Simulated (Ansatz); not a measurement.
Species: dihydrogen, H2, charge 0, multiplicity 1. SMILES: [H][H]
Structure (B3LYP-D3(BJ)/def2-TZVP (Ansatz, an electronic-structure program) minimum search):
```xyz
2

H      0.0000     0.0000    -0.3720
H      0.0000     0.0000     0.3720
```
Charge 0, spin multiplicity 1.

Wanted: vertical triplet-singlet gap, E(triplet) - E(singlet), in eV. Conventions: each state is the SCF solution reached for its charge and spin; valence correlation only; spin-orbit terms left out; 6-31G* and kin with 6d, 5d where marked; UHF or UKS for open shells; non-relativistic. First-principles rows: single points at B3LYP-D3(BJ) geometries (Ansatz). Levels can end on unlike triplets.

```
species            coefficient  E at MP2/6-31G* (Ansatz), Eh  E at wB97M-V/def2-TZVPD (Ansatz), Eh
-----------------  -----------  ----------------------------  ------------------------------------
charge 0, triplet           +1                      -0.75880                              -0.77252
charge 0, singlet           -1                      -1.14411                              -1.16077
```

 1 Eh = 27.2114 eV.

Q: Compute it at each level from the table.

A: 
- MP2/6-31G*: the sum of coefficient times E is 0.38531 Eh, or 10.485 eV. Result: 10.48 eV.
- wB97M-V/def2-TZVPD: the sum of coefficient times E is 0.38825 Eh, or 10.565 eV. Result: 10.56 eV.
